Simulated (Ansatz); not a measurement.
`CC(O)(F)C=O` and `CC(O)(F)CO` differ in one atom or group.

Ansatz, PBE0-D4/def2-TZVP geometries, multiplicity 1. Each molecule was computed in one conformer, which needn't be the lowest.

```csv
property,`CC(O)(F)C=O`
LUMO energy (PBE0/def2-TZVPP) / eV,-1.63
size of the dipole moment (PBE/def2-TZVPP) / D,1.95
LUMO energy (PBE/def2-TZVPP) / eV,-2.83
size of the dipole moment (ωB97M-V/def2-TZVPP) / D,2.13
HOMO–LUMO gap (ωB97M-V/def2-TZVPP) / eV,11.40
LUMO energy (B3LYP/def2-TZVPP) / eV,-1.93
```

(1) Give the same properties after the change, and the shifts. (An estimate is asked.)

## Answers

(1) The calculation gave: 
```tsv
property	`CC(O)(F)CO`	shift
LUMO energy (PBE0/def2-TZVPP) / eV	0.69	2.32
size of the dipole moment (PBE/def2-TZVPP) / D	1.86	-0.09
LUMO energy (PBE/def2-TZVPP) / eV	-0.18	2.65
size of the dipole moment (ωB97M-V/def2-TZVPP) / D	1.92	-0.21
HOMO–LUMO gap (ωB97M-V/def2-TZVPP) / eV	12.60	1.20
LUMO energy (B3LYP/def2-TZVPP) / eV	0.30	2.23
```

With PBE0 the HOMO rises by 0.24 eV and the LUMO rises by 2.32 eV, so the gap widens by about 2.08 eV. PBE moves the HOMO by 0.32 eV and ωB97M-V by 0.19 eV. Dipoles are sizes alone; their direction can turn.

B3LYP here is the variant with VWN-RPA as its local correlation; programs differ in this.
